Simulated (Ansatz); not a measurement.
Relative stability

Two isomers of CH3LiN, doublet, relaxed at PBE0-D4/def2-TZVP (vibrations not checked).

A:

| atom | x (Å) | y (Å) | z (Å) |
| --- | --- | --- | --- |
| Li1 | -2.4345 | -0.1482 | -0.7563 |
| N2 | -0.8330 | -0.0364 | -0.2277 |
| C3 | 0.4999 | 0.0426 | 0.1815 |
| H4 | 1.1362 | -0.3803 | -0.6194 |
| H5 | 0.7488 | -0.5475 | 1.0846 |
| H6 | 0.8827 | 1.0698 | 0.3373 |

B:

```json
{"atom": "Li1", "x (Å)": "-2.1814", "y (Å)": "-0.6261", "z (Å)": "0.0320"}
{"atom": "N2", "x (Å)": "-0.2922", "y (Å)": "-0.4394", "z (Å)": "-0.2252"}
{"atom": "C3", "x (Å)": "0.5247", "y (Å)": "0.4916", "z (Å)": "0.1508"}
{"atom": "H4", "x (Å)": "0.2117", "y (Å)": "-1.2263", "z (Å)": "-0.6280"}
{"atom": "H5", "x (Å)": "1.6049", "y (Å)": "0.4156", "z (Å)": "0.0409"}
{"atom": "H6", "x (Å)": "0.1323", "y (Å)": "1.3846", "z (Å)": "0.6295"}
```

Program: Ansatz 0.2.0. Basis: def2-TZVPP. Cores are frozen in the correlated methods; orbitals are unrestricted. The outer core shell of Li, Na, Mg and K is correlated. B3LYP uses VWN-RPA correlation.

**Question.** Which structure is lower at CCSD(T), and by how much? (Judge from chemistry; the value comes from the calculation.)

**Answer.** The calculation gives: B, by 77.0 kJ/mol (electronic energy, against the other). By their contacts, A is CH₃LiN ([Li][N][CH3]) and B is CH₃LiN ([Li][NH][CH2]).

All methods give the same order:

| method | E(B) − E(A) (kJ/mol) |
| --- | --- |
| PBE-D4 | -88.3 |
| r2SCAN-D4 | -69.1 |
| PBE0-D4 | -69.1 |
| B3LYP-D4 | -68.6 |
| wB97M-V | -48.7 |
| HF | -65.5 |
| MP2 | -85.1 |
| CCSD | -71.0 |
| CCSD(T) | -77.0 |

T1 diagnostic: at most 0.023. ⟨S²⟩ of the unrestricted Hartree–Fock references: 0.77 to 0.78 (a pure state has 0.75).

Labels in which every atom is bracketed show which atoms are joined, not bond orders.
